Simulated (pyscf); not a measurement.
`[F][B]([F])[F]` + `[SiH4]` -> `[F][SiH3]` + `[F][BH][F]` (four-centre exchange; singlet surface; B–F, H–Si broken, F–Si, B–H formed). PySCF, gas phase, ωB97X-D3(BJ)/def2-SVP geometries. Energies in kcal/mol from the separated reactants.

```json
[
 {"level": "ωB97X-D3(BJ)/def2-TZVP", "barrier": "24.3", "reaction energy": "+2.5"},
 {"level": "PBE/def2-TZVP", "barrier": "22.8", "reaction energy": "+3.9"},
 {"level": "PBE0-D3(BJ)/def2-TZVP", "barrier": "?", "reaction energy": "?"},
 {"level": "M06-2X/def2-TZVP", "barrier": "25.4", "reaction energy": "+3.1"},
 {"level": "ωB97M-D3(BJ)/def2-TZVP", "barrier": "25.3", "reaction energy": "+3.1"},
 {"level": "HF/def2-TZVP", "barrier": "?", "reaction energy": "+3.5"}
]
```

**Question.** Complete the blanks.

**Answer.** 
- PBE0-D3(BJ)/def2-TZVP, barrier: 23.6
- PBE0-D3(BJ)/def2-TZVP, reaction energy: +4.6
- HF/def2-TZVP, barrier: 41.7

The functionals in the table span 2.7 kcal/mol in this barrier, from PBE to M06-2X. This is the saddle that the search found; another between the same sides may lie lower.
